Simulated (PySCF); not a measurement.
Protonation sites of hydrogen peroxide

System: hydrogen peroxide, `OO` (H2O2). Optimised structure (Å), atoms numbered from 1:
```
O    -0.6044    0.1649    0.3562
O     0.4328   -0.4626   -0.3809
H    -0.8333    0.8968   -0.2331
H     1.1803   -0.3552    0.2231
```

Level of theory: ωB97X-D3(BJ)/def2-TZVP single points in PySCF, grid level 2; every species was optimised with PBE0-D3(BJ)/def2-SVP. ωB97X-D3(BJ) is ωB97X-V with D3(BJ) in place of VV10. Thermal corrections: PBE0-D3(BJ)/def2-SVP frequencies, unscaled, ideal gas at 298.15 K and 1 bar, quasi-RRHO entropy.

```tsv
site	product	PA / eV	GB / eV
O1 (hydroxyl oxygen)	O[OH2+]	7.00	6.69
```

PA is −ΔH and GB is −ΔG of B + H⁺ → BH⁺ in the gas phase.

Against the Active Thermochemical Tables (version 1.112): O1 666 (computed 675, error 9) kJ/mol.

Measured values (NIST Chemistry WebBook, evaluated or the median of agreeing entries): proton affinity (−ΔH) 674 kJ/mol (computed 675, difference 1); gas-phase basicity (−ΔG) 644 kJ/mol (computed 645, difference 2).

Run with `OMP_NUM_THREADS=1 python redox_run.py task.json out` on 1 thread of Arm Neoverse V1, a shared host. Structures, frequencies and single points: 22 s of wall time.

Differences come from unrounded values, so a last digit can differ from that of the printed terms.
